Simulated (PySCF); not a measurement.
Mapped SMILES: `[CH2:1]=[N:2][C:3](=[CH2:4])[O:5][CH3:6]`; H(Xn) means a hydrogen on atom n. Ha(C1) is cis to C3; Ha(C4) is cis to N2; Hb(C1) is trans to C3; Hb(C4) is trans to N2.

Geometry: PBE0-D3(BJ)/def2-SVP; GIAO absolute shieldings from PySCF 2.14, gas phase, non-relativistic, averaged over equivalent atoms.

At PBE0/6-31G* (98 basis functions, 12 s wall time on 1 thread of an Arm Neoverse N1, shared host):
```tsv
atoms	σ (ppm)
C3	37.9
C1	50.4
C4	123.5
C6	142.9
N2	-83.0
O5	248.7
Ha(C1)	24.37
Hb(C1)	25.02
H(C6)	28.51
Ha(C4)	28.55
Hb(C4)	28.69
```

Problem. Estimate the result of repeating the calculation with BHandHLYP/pcSseg-1.

Solution. 
```json
{"atoms": "C3", "σ at BHandHLYP/pcSseg-1": "7.7", "change": "-30.2"}
{"atoms": "C1", "σ at BHandHLYP/pcSseg-1": "25.8", "change": "-24.6"}
{"atoms": "C4", "σ at BHandHLYP/pcSseg-1": "108.1", "change": "-15.4"}
{"atoms": "C6", "σ at BHandHLYP/pcSseg-1": "131.0", "change": "-11.9"}
{"atoms": "N2", "σ at BHandHLYP/pcSseg-1": "-138.3", "change": "-55.3"}
{"atoms": "O5", "σ at BHandHLYP/pcSseg-1": "245.0", "change": "-3.7"}
{"atoms": "Ha(C1)", "σ at BHandHLYP/pcSseg-1": "23.89", "change": "-0.48"}
{"atoms": "Hb(C1)", "σ at BHandHLYP/pcSseg-1": "24.47", "change": "-0.55"}
{"atoms": "H(C6)", "σ at BHandHLYP/pcSseg-1": "27.98", "change": "-0.53"}
{"atoms": "Ha(C4)", "σ at BHandHLYP/pcSseg-1": "27.87", "change": "-0.68"}
{"atoms": "Hb(C4)", "σ at BHandHLYP/pcSseg-1": "27.77", "change": "-0.92"}
```

The largest change is at N2 (imine nitrogen). Cost: 137 basis functions, 10 s wall time on 1 thread of an Arm Neoverse V1, shared host. The order of the carbon signals is the same at both levels.
